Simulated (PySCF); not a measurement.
## Orbital energies and ionisation energy

Species: H5NSSi.
Cartesian coordinates in Å at the PBE0-D3(BJ)/def2-SVP level; atoms count from 1:
```xyz
8
H5NSSi angstrom
N     -0.9882   -0.6470    0.3203
Si     0.1811    0.6040    0.1686
S      1.4424    0.2598   -1.5343
H     -1.3027   -0.9690    1.2271
H     -1.6408   -0.8707   -0.4211
H     -0.3290    1.9824   -0.1116
H      0.9193    0.6182    1.4661
H      1.7745   -0.9980   -1.1673
```

Level: CAM-B3LYP/def2-SVPD (PySCF). Frontier orbitals with their largest atomic shares (Löwdin; up to four atoms above 4 %):

```
orbital  ε (eV)                           main atoms
 HOMO−3  -11.39  Si2 32 %, H6 20 %, S3 16 %, N1 16 %
 HOMO−2  -10.68   S3 50 %, Si2 21 %, H7 12 %, N1 7 %
 HOMO−1   -9.16   N1 46 %, S3 24 %, Si2 13 %, H6 5 %
   HOMO   -8.66                                    ?
   LUMO    0.92  Si2 31 %, S3 23 %, N1 11 %, H4 11 %
 LUMO+1    1.17   S3 42 %, Si2 17 %, H8 12 %, H7 9 %
 LUMO+2    1.54    S3 50 %, Si2 15 %, H6 8 %, H7 8 %
```

Problem. What vertical ionisation energy does ΔSCF give, and how far is −ε(HOMO) from it?

Solution. ΔSCF: 9.63 eV (930 kJ/mol; threshold wavelength 129 nm); ⟨S²⟩ of the doublet left behind is 0.761, against 0.75 for a pure doublet. −ε(HOMO) is 8.66 eV, 0.97 eV below it. In exact Kohn–Sham theory the two would be equal; CAM-B3LYP (range-separated hybrid) falls short of its own ΔSCF value by 10 %.

Problem. On which atoms does the HOMO lie?

Solution. S3 (sulfur bonded to Si and H) 65 %, N1 (silicon-bound nitrogen) 12 %, Si2 (SiH2 silicon) 10 %, H8 (S–H hydrogen) 5 %, so more than half of it is on one atom. The HOMO−1 lies 0.50 eV lower.

Problem. What total energies stand behind the ΔSCF value?

Solution. E(N) = -745.23748 Eh and E(N − 1) = -744.88343 Eh at the same geometry, 0.35405 Eh apart.

Problem. With α = 58.0 au, estimate the like-pair dispersion coefficient by London's formula C6 = (3/4)α²I.

Solution. I = 0.3541 Eh, so C6 ≈ 893 au; the Casimir–Polder integral at the same level gives 1210 au, 1.35 times as much.

One conformer (not necessarily the lowest) at the PBE0-D3(BJ)/def2-SVP geometry, without solvent, vibrations or thermal averaging.
